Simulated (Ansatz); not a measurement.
Species: C2H4Cl (charge 0, doublet). It need not be the lowest isomer of its formula. 
Geometry from a B3LYP-D3(BJ)/def2-TZVP (Ansatz, a quantum-chemistry and plane-wave program) optimisation:
```xyz
7

C      0.1737     0.8729    -0.0003
C      1.5889     0.5374    -0.0162
Cl    -0.8506    -0.6988     0.0079
H     -0.1451     1.3931     0.8974
H     -0.1643     1.3962    -0.8891
H      2.1065     0.3124     0.9055
H      2.0865     0.3157    -0.9496
```
Charge 0, spin multiplicity 2.

Wanted: atomisation energy (electronic, to ground-state atoms), in kJ/mol. Valence correlation only, unless marked. UHF or UKS for open shells. Spin-orbit coupling is left out. Non-relativistic unless marked X2C. The coupled-cluster limit lacks core correlation, which all-electron functionals hold. Basis-set limits of correlation are two-point, X^-3; Hartree-Fock from the larger set. [CCSD(T)-MP2]/basis is that difference in the basis named.

| level | program | atomisation energy (kJ/mol) |
|---|---|---|
| HF/6-31G | Ansatz | 1733.5 |
| PBE-D3(BJ)/def2-TZVPD | Ansatz + dftd3 | 2506.0 |
| revPBE-D3(BJ)/def2-TZVPD | Ansatz + dftd3 | 2445.0 |
| r2SCAN0-D4/def2-TZVPD | Ansatz + dftd4 | 2437.5 |

Estimate the value at RI-MP2/CBS(cc-pV(T+d)Z,cc-pV(Q+d)Z)+[CCSD(T)-MP2]/cc-pV(T+d)Z as computed with Ansatz.

2436.1 kJ/mol, so r2SCAN0-D4/def2-TZVPD differs from it by 1.4 kJ/mol.
